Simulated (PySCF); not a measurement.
**USCS-MP2/cc-pVTZ run of BH2 (boron dihydride)**

Aim: the vertical doublet–quartet gap of BH2 (boron dihydride) at USCS-MP2/cc-pVTZ, from 2 runs. Input form: a Python script.

The calculation is run with PySCF 2.14.0.

2 further runs of the same task are left out: 2 set aside as unsound or not needed.

### Step 1. Starting point

BH2: 3 atoms, total charge 0, spin state doublet. SMILES: `[BH2]`. The shape is that of a GFN2-xTB optimisation.

Bond lengths: B1–H2 1.159 Å, B1–H3 1.159 Å. Angles: H2–B1–H3 128.4°.

### Step 2. The energy at USCS-MP2/cc-pVTZ

File job.py:

```python
from pyscf import gto, scf, mp

mol = gto.M(
    atom='B 0.262840 -0.166230 0.128640; H 0.280020 0.985320 0.260980; H -0.542860 -0.819090 -0.389630',
    max_memory=1860,
    basis='cc-pvtz',
    spin=1,
    verbose=3,
)

calc0 = scf.UHF(mol)
calc0.conv_tol = 1e-10
calc0.kernel()
if not calc0.converged:
    calc0 = calc0.newton().run(calc0.mo_coeff, calc0.mo_occ)

pt = mp.MP2(calc0, frozen=1).run()
etot = calc0.e_tot + 1.2 * pt.e_corr_os + pt.e_corr_ss / 3
print('E = %.10f Eh' % etot)
```

Command:

```sh
$ OMP_NUM_THREADS=1 python job.py
```

The program printed:

```text
converged SCF energy = -25.759783417173  <S^2> = 0.75364985  2S+1 = 2.0036465
E(UMP2) = -25.842142249152  E_corr = -0.0823588319790035
E(SCS-UMP2) = -25.8504048678854  E_corr = -0.0906214507124122
E = -25.8504048679 Eh
```

Wall time 0.82 s (1 thread of Arm Neoverse V2, shared host); peak memory 0.13 GiB.

### Step 3. The quartet at the same level

File run.py:

```python
from pyscf import gto, mp

system = gto.M(
    atom='B 0.262840 -0.166230 0.128640; H 0.280020 0.985320 0.260980; H -0.542860 -0.819090 -0.389630',
    spin=3,
    basis='cc-pvtz',
    verbose=4,
    max_memory=1860,
)

mf = system.UHF()
mf.conv_tol = 1e-10
mf.kernel()
if not mf.converged:
    mf = mf.newton().run(mf.mo_coeff, mf.mo_occ)

pt = mp.MP2(mf, frozen=1).run()
energy = mf.e_tot + 1.2 * pt.e_corr_os + pt.e_corr_ss / 3
print('Final energy', energy)
```

Command:

```sh
$ OMP_NUM_THREADS=1 python run.py
```

The program printed:

```text
PySCF version 2.14.0

[INPUT] num. atoms = 3
[INPUT] num. electrons = 7
[INPUT] charge = 0
[INPUT] spin (= nelec alpha-beta = 2S) = 3
[INPUT] symmetry False subgroup None
[INPUT] Mole.unit = angstrom
[INPUT] Symbol           X                Y                Z      unit          X                Y                Z       unit  Magmom
[INPUT]  1 B      0.262840000000  -0.166230000000   0.128640000000 AA    0.496695614581  -0.314129173686   0.243094368664 Bohr   0.0
[INPUT]  2 H      0.280020000000   0.985320000000   0.260980000000 AA    0.529161109401   1.861984945056   0.493180723989 Bohr   0.0
[INPUT]  3 H     -0.542860000000  -0.819090000000  -0.389630000000 AA   -1.025856723981  -1.547855771370  -0.736293989914 Bohr   0.0

nuclear repulsion = 4.81824384906663
number of shells = 21
number of NR pGTOs = 74
number of NR cGTOs = 58
basis = cc-pvtz
ecp = {}

******** <class 'pyscf.scf.uhf.UHF'> ********
method = UHF
initial guess = minao
damping factor = 0
level_shift factor = 0
DIIS = <class 'pyscf.scf.diis.CDIIS'>
diis_start_cycle = 1
diis_space = 8
diis_damp = 0
SCF conv_tol = 1e-10
SCF conv_tol_grad = None
SCF max_cycles = 50
direct_scf = True
direct_scf_tol = 1e-13
number electrons alpha = 5  beta = 2
Set gradient conv threshold to 1e-05
init E= -25.5439560634097
[... the frontier-level lines of each cycle are left out ...]


cycle= 1 E= -25.5105609914185  delta_E= 0.0334  |g|= 0.181  |ddm|= 0.908
cycle= 2 E= -25.5548257247088  delta_E= -0.0443  |g|= 0.0634  |ddm|= 0.303
cycle= 3 E= -25.560859255684  delta_E= -0.00603  |g|= 0.0265  |ddm|= 0.0907
cycle= 4 E= -25.5625074305838  delta_E= -0.00165  |g|= 0.00879  |ddm|= 0.0532
cycle= 5 E= -25.5627139423373  delta_E= -0.000207  |g|= 0.00213  |ddm|= 0.0197
cycle= 6 E= -25.5627254220173  delta_E= -1.15e-05  |g|= 0.000669  |ddm|= 0.00713
cycle= 7 E= -25.5627264955094  delta_E= -1.07e-06  |g|= 0.000187  |ddm|= 0.00267
cycle= 8 E= -25.562726566934  delta_E= -7.14e-08  |g|= 4.35e-05  |ddm|= 0.000523
cycle= 9 E= -25.5627265705965  delta_E= -3.66e-09  |g|= 8.77e-06  |ddm|= 9.57e-05
cycle= 10 E= -25.5627265708069  delta_E= -2.1e-10  |g|= 4.7e-06  |ddm|= 3.21e-05
cycle= 11 E= -25.5627265708945  delta_E= -8.75e-11  |g|= 4.55e-06  |ddm|= 1e-05
Extra cycle  E= -25.5627265709599  delta_E= -6.54e-11  |g|= 4.52e-06  |ddm|= 5.62e-06
converged SCF energy = -25.5627265709599  <S^2> = 3.7604549  2S+1 = 4.0052241

******** <class 'pyscf.mp.ump2.UMP2'> ********
nocc = (np.int64(4), np.int64(1)), nmo = (57, 57)
frozen orbitals 1
E(UMP2) = -25.6401348073691  E_corr = -0.0774082364091303
E(SCS-UMP2) = -25.639072113083  E_corr = -0.0763455421230736
E_corr(same-spin) = -0.0190896248860186
E_corr(oppo-spin) = -0.0583186115231117
Final energy -25.639072113083
```

Wall time 0.84 s (1 thread of Arm Neoverse V2, shared host); peak memory 0.13 GiB.

### Step 4. Summary of results

At USCS-MP2/cc-pVTZ, 1 core orbital frozen:

| quantity | value |
| --- | --- |
| doublet: total energy | -25.85040 Eh |
| doublet: dipole moment (Hartree–Fock density) | 0.46 D |
| doublet: HOMO energy (Hartree–Fock orbitals) (highest over α and β) | -9.47 eV |
| doublet: LUMO energy (Hartree–Fock orbitals) (lowest over α and β) | 1.32 eV |
| doublet: correlation energy (1 core orbital frozen) | -90.6 mEh |
| doublet: ⟨S²⟩ of the reference determinant | 0.754 |
| quartet: total energy | -25.63907 Eh |
| quartet: dipole moment (Hartree–Fock density) | 1.29 D |
| quartet: HOMO energy (Hartree–Fock orbitals) (highest over α and β) | -8.46 eV |
| quartet: LUMO energy (Hartree–Fock orbitals) (lowest over α and β) | -3.28 eV |
| quartet: correlation energy (1 core orbital frozen) | -76.3 mEh |
| quartet: ⟨S²⟩ of the reference determinant | 3.760 |
| vertical energy of the quartet above the doublet | 5.751 eV |

At this shape the quartet lies 5.75 eV (133 kcal/mol) above the doublet. Mulliken charges (quartet) of the mean-field density run from -0.48 on B1 to +0.24 on H3.
